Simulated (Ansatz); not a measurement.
Rutile CrO2, treated with LDA in Ansatz (plane waves, PAW).

Numerical settings: plane-wave cutoff 520 eV, 12×12×18 k mesh (along the axes of the cell as run), Fermi–Dirac smearing 0.05 eV, spin-polarised with parallel moments, scalar-relativistic PAW data made under PBE.

Properties against volume:

Shape and atoms are relaxed at each volume.

| V (Å³/atom) | P (GPa) | c (Å) | a (Å) |
|---|---|---|---|
| 8.657 | 12.62 | 2.828 | 4.286 |
| 8.837 | 5.95 | 2.842 | 4.319 |
| 9.018 | 0.00 | 2.856 | 4.353 |
| 9.198 | -5.29 | 2.869 | 4.386 |
| 9.378 | -9.98 | 2.881 | 4.420 |

Note: the bulk modulus comes from volumes at which shape and atoms were relaxed.

Ansatz is a program for electronic structure.
